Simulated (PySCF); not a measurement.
Some computed properties have been withheld. Give your best values.

Species: C4H7O (doublet state).
SMILES: `C=[C]OCC`

Conformer (atom-mapped SMILES and torsion angles): `[CH2:1]=[C:2][O:3][CH2:4][CH3:5]`: C1–C2–O3–C4 -3°, C2–O3–C4–C5 -178°.

```json
{"property": "rotational constants A, B, C", "level": "PBE0-D3(BJ)/def2-SVP", "value": "?"}
{"property": "dipole moment", "level": "PBE0-D3(BJ)/def2-SVP", "value": "2.24 D"}
{"property": "isotropic g value", "level": "unrestricted B3LYP/IGLO-III on C O, pcH-1 on H, mean-field spin–orbit", "value": "?"}
{"property": "spin squared ⟨S²⟩", "level": "unrestricted B3LYP/IGLO-III on C O, pcH-1 on H", "value": "?"}
{"property": "largest isotropic hyperfine couplings (means over sets of like nuclei)", "level": "unrestricted B3LYP/IGLO-III on C O, pcH-1 on H", "value": "?"}
```

The electronic properties come from PySCF, for the isolated species, density fitting. The structure is a single PBE0-D3(BJ)/def2-SVP conformer in the gas phase; no vibrational or solvent corrections. Couplings of like nuclei are plain means over topologically equivalent atoms, as if these changed places fast (by rotation of a methyl-like group, say); in this geometry the members of some sets differ.

Question: Give the spin squared ⟨S²⟩.

Answer: 0.758.

Question: The isotropic g value?

Answer: 2.00221.

Question: Give the largest isotropic hyperfine couplings (means over sets of like nuclei).

Answer: 13C +476.7, 17O -159.4, 1H +141.6, 13C +59.4, 1H +56.2 MHz.

Question: What are the rotational constants A, B, C?

Answer: 19.338, 2.753, 2.487 GHz.

⟨S²⟩ is 0.008 above the pure-spin value S(S + 1) = 0.75. The rotational constants make it an asymmetric top with κ = (2B − A − C)/(A − C) = -0.97, nearer the prolate limit (−1). In atomic units the dipole is 0.88 e·bohr (1 au = 2.5417 D).
